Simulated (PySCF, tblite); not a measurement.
# CHF4 radical, a radical with neighbours: interaction energy, infrared bands and EPR parameters, part 2 of 2

tblite 0.8.0 and PySCF 2.14.0. Atoms count from 0, parts from 1. Earlier steps stand in the parts before.

### Step 6. Harmonic vibrations: PBE0-D3(BJ)/def2-SVPD

The job: settings as JSON, then the geometry in Å.

```
{"job": {"kind": "irdft", "xc": "PBE0", "basis": "def2-SVPD", "disp": "d3bj", "grid": 2}, "charge": 0, "multiplicity": 2, "parts": [{"atoms": "0-3", "charge": 0, "multiplicity": 2}, {"atoms": "4-5", "charge": 0, "multiplicity": 1}]}
F     -0.372982    -1.168317    -0.098105
C     -0.059229     0.030954     0.318434
F     -1.082334     0.844619     0.286335
F      0.962133     0.521674    -0.365730
F      3.491150     1.633237    -1.616329
H      2.726284     1.284833    -1.239940
```

Method: PBE0-D3(BJ)/def2-SVPD harmonic vibrations by differences of gradients, gas phase.

The log of the run:

```text
coarse grid: 6056 points
cycle   1  E = -437.1035878684  dE =  6.158e-01  |g| = 5.938e-01  |ddm| = 2.165e+00
cycle   2  E = -436.9933167893  dE =  1.103e-01  |g| = 8.566e-01  |ddm| = 1.332e+00
cycle   3  E = -437.2338087105  dE = -2.405e-01  |g| = 5.014e-02  |ddm| = 5.503e-01
cycle   4  E = -437.2346203408  dE = -8.116e-04  |g| = 1.836e-02  |ddm| = 5.979e-02
cycle   5  E = -437.2347433819  dE = -1.230e-04  |g| = 1.014e-02  |ddm| = 4.181e-02
cycle   6  E = -437.2347793255  dE = -3.594e-05  |g| = 2.318e-03  |ddm| = 1.179e-02
cycle   7  E = -437.2347824768  dE = -3.151e-06  |g| = 7.886e-04  |ddm| = 4.475e-03
final grid: 63000 points
cycle   8  E = -437.2881603812  dE = -2.643e-05  |g| = 3.281e-03  |ddm| = 1.694e-02
cycle   9  E = -437.2881572369  dE =  3.144e-06  |g| = 4.608e-03  |ddm| = 4.464e-03
cycle  10  E = -437.2881639132  dE = -6.676e-06  |g| = 1.085e-04  |ddm| = 2.617e-03
cycle  11  E = -437.2881639158  dE = -2.594e-09  |g| = 9.856e-05  |ddm| = 1.306e-04
cycle  12  E = -437.2881639188  dE = -3.084e-09  |g| = 2.882e-05  |ddm| = 7.418e-05
cycle  13  E = -437.2881639192  dE = -3.820e-10  |g| = 6.659e-06  |ddm| = 2.644e-05
converged SCF energy = -437.2881639192

mode    cm-1     km/mol
  1     -43.2      0.12
  2     -28.8      0.47
  3      70.6      0.88
  4     262.8    139.54
  5     289.4    141.53
  6     507.6      1.87
  7     517.1      0.57
  8     705.9     13.27
  9    1096.6     51.13
 10    1263.0    415.77
 11    1311.1    363.42
 12    4137.3    286.61
```

It took 5 min on 1 thread of Arm Neoverse V2, shared host; peak memory 0.56 GiB.

The strongest bands and the atoms that carry them:

```
cm⁻¹  km/mol                               atoms
 263   139.5                             H5 97 %
 289   141.5                             H5 97 %
1097    51.1  C1 53 %, F3 21 %, F0 13 %, F2 13 %
1263   415.8                    C1 73 %, F3 12 %
1311   363.4           C1 72 %, F2 14 %, F0 13 %
4137   286.6                             H5 95 %
```

Strongest bands of the parts alone (cm⁻¹, km/mol): part 1: 1102 (36), 1290 (366), 1290 (366); part 2: 4151 (127).

On forming the cluster at 298.15 K and 1 atm (harmonic, kcal/mol): zero-point energy +0.84, all enthalpy terms beyond the electronic energy -0.16, −TΔS +8.54. 2 imaginary modes are left out of these sums, so they are rough.

### Step 7. g tensor and hyperfine couplings: B3LYP/IGLO-III+pcH-1

The job: settings as JSON, then the geometry in Å.

```
{"job": {"kind": "epr"}, "charge": 0, "multiplicity": 2, "parts": [{"atoms": "0-3", "charge": 0, "multiplicity": 2}, {"atoms": "4-5", "charge": 0, "multiplicity": 1}]}
F     -0.372982    -1.168317    -0.098105
C     -0.059229     0.030954     0.318434
F     -1.082334     0.844619     0.286335
F      0.962133     0.521674    -0.365730
F      3.491150     1.633237    -1.616329
H      2.726284     1.284833    -1.239940
```

Method: UKS B3LYP, IGLO-III on C F, pcH-1 on H, non-relativistic, mean-field spin-orbit, GIAO.

The log of the run:

```text
UKS, coarse grid
  cycle   1  E = -438.05808353  |g| = 7.07e-01
  cycle   2  E = -437.82596753  |g| = 1.16e+00
  cycle   3  E = -438.21697379  |g| = 4.62e-02
  cycle   4  E = -438.21742075  |g| = 3.20e-02
  cycle   5  E = -438.21767845  |g| = 1.13e-02
  cycle   6  E = -438.21771492  |g| = 2.54e-03
  cycle   7  E = -438.21771832  |g| = 1.19e-03
  cycle   8  E = -438.21771804  |g| = 5.22e-04
UKS, final grid
  cycle   1  E = -438.21775640  |g| = 7.79e-04
  cycle   2  E = -438.21775615  |g| = 1.24e-03
  cycle   3  E = -438.21775658  |g| = 5.07e-05
  cycle   4  E = -438.21775658  |g| = 2.17e-05
E = -438.21775658 Eh   <S^2> = 0.7517 (exact 0.7500)
g shifts (ppm)      1          2          3
  rmc          -283       -283       -283
  gc             18         37         35
  oz_so        -369       1827       2002
  total        -634       1581       1754
hyperfine (MHz)  atom isotope    a_iso     a_fc   dipolar eigenvalues
    0   19F     386.25     386.25   -204.48   -196.02    400.51
    1   13C     744.29     744.29    -68.41    -68.39    136.80
    2   19F     386.12     386.12   -204.50   -196.05    400.55
    3   19F     425.92     425.92   -190.98   -183.28    374.26
    4   19F       0.63       0.63     -1.35     -1.20      2.55
    5    1H      -0.06      -0.06     -2.21     -2.02      4.23

== part 1 alone, relaxed ==
UKS, coarse grid
  cycle   1  E = -337.60295380  |g| = 6.07e-01
  cycle   2  E = -337.41943128  |g| = 1.02e+00
  cycle   3  E = -337.72046241  |g| = 3.44e-02
  cycle   4  E = -337.72084319  |g| = 1.58e-02
  cycle   5  E = -337.72093490  |g| = 2.58e-03
  cycle   6  E = -337.72093988  |g| = 8.33e-04
UKS, final grid
  cycle   1  E = -337.72093882  |g| = 7.32e-04
  cycle   2  E = -337.72093868  |g| = 1.09e-03
  cycle   3  E = -337.72093903  |g| = 9.70e-05
  cycle   4  E = -337.72093904  |g| = 3.58e-05
  cycle   5  E = -337.72093904  |g| = 1.93e-05
E = -337.72093904 Eh   <S^2> = 0.7517 (exact 0.7500)
g shifts (ppm)      1          2          3
  rmc          -283       -283       -283
  gc             18         47         47
  oz_so        -372       1942       1942
  total        -637       1705       1706
hyperfine (MHz)  atom isotope    a_iso     a_fc   dipolar eigenvalues
    0   19F     394.86     394.86   -201.71   -193.14    394.85
    1   13C     730.67     730.67    -68.14    -68.14    136.28
    2   19F     395.11     395.11   -201.77   -193.19    394.96
    3   19F     394.83     394.83   -201.71   -193.13    394.84
```

Wall time 23 s (1 thread of Arm Neoverse V2, shared host); peak memory 0.55 GiB.

Principal g values 2.00169, 2.00390, 2.00407; g(iso) = 2.00322, against 2.00232 for a free electron.

Hyperfine couplings; where a row names several nuclei, a(iso) is their mean (it holds for fast rotation or exchange) and the dipolar term the largest among them:

| nuclei | isotope | a(iso) (MHz) | a(iso) (G, at g = 2.0023) | largest dipolar term (MHz) |
| --- | --- | --- | --- | --- |
| C1 | 13C | 744.3 | 265.6 | 136.8 |
| F3 | 19F | 425.9 | 152.0 | 374.3 |
| F0, F2 | 19F | 386.2 | 137.8 | 400.6 |
| F4 | 19F | 0.6 | 0.2 | 2.5 |
| H5 | 1H | -0.1 | 0.0 | 4.2 |

Mulliken spin populations:

| atom | value (e) |
| --- | --- |
| F0 | 0.04 |
| C1 | 0.88 |
| F2 | 0.04 |
| F3 | 0.04 |
| F4 | 0.00 |
| H5 | 0.00 |

In first order the couplings over 0.8 MHz of 19F give 6 distinct lines over 427.6 G, if the averaged nuclei exchange fast; the same motion can average rows kept apart here too.

Against the parts alone, each relaxed by itself:

```
part  g(iso) alone  in the cluster
   1       2.00324         2.00322
```

### Step 8. Comparing the runs

Energies in kcal/mol, with wall time:

| run | counterpoise | BSSE | electrostatic | Pauli | orbital | dispersion | time |
| --- | --- | --- | --- | --- | --- | --- | --- |
| wB97M-D3(BJ)/def2-TZVPD | -0.89 | 0.05 | -0.83 | 1.10 | -0.86 | -0.34 | 61 s |
| PBE0-D3(BJ)/def2-TZVPD | -1.05 | 0.06 | -0.83 | 0.87 | -0.91 | -0.23 | 25 s |

### Step 9. Outcome

This closing draws on all 2 parts.

```
                                                   quantity                    value
                                  binding energy (GFN2-xTB)           -1.67 kcal/mol
                                                point group                       Cs
                       rotational constants (main isotopes)    10.76, 1.55, 1.37 GHz
 interaction energy, counterpoise (wB97M-D3(BJ)/def2-TZVPD)           -0.89 kcal/mol
                                        superposition error            0.05 kcal/mol
                          binding energy (with deformation)           -0.83 kcal/mol
     strongest single infrared mode (PBE0-D3(BJ)/def2-SVPD)                1263 cm⁻¹
                                             g(iso) (B3LYP)                  2.00322
                                                       ⟨S²⟩       0.752 (exact 0.75)
                         largest a(iso) (averaged by class)     13C on C1, 744.3 MHz
range of the interaction energy over the runs of this table  -1.05 to -0.89 kcal/mol
```

**Reading.** At its xTB geometry the search ends with the contact H5···F3 (hydrogen bond, 2.14 Å); 6 starts can't prove it the lowest minimum. A later relaxation moves these distances. The start of the PBE0/def2-SVPD relaxation was shaken at random by about 0.01 Å, so part of the energy gained, and of the first lengths quoted, undoes that. The optimisation took 8 steps and gained 0.078 eV; among the close pairs (by a distance rule), C1–F3 changed most, from 1.362 to 1.324 Å. Of the attraction, orbital 42 %, electrostatic 41 %, dispersion 17 %; Pauli repulsion takes back 1.10 kcal/mol. At PBE0-D3(BJ)/def2-SVPD the lowest mode is imaginary (43i cm⁻¹), so the geometry is not a minimum there. C1 carries the largest spin population, 0.88 e. The isotropic g lies 0.9 ppt above the free-electron value. The interaction energy runs from -1.05 (PBE0-D3(BJ)/def2-TZVPD) to -0.89 kcal/mol (wB97M-D3(BJ)/def2-TZVPD).
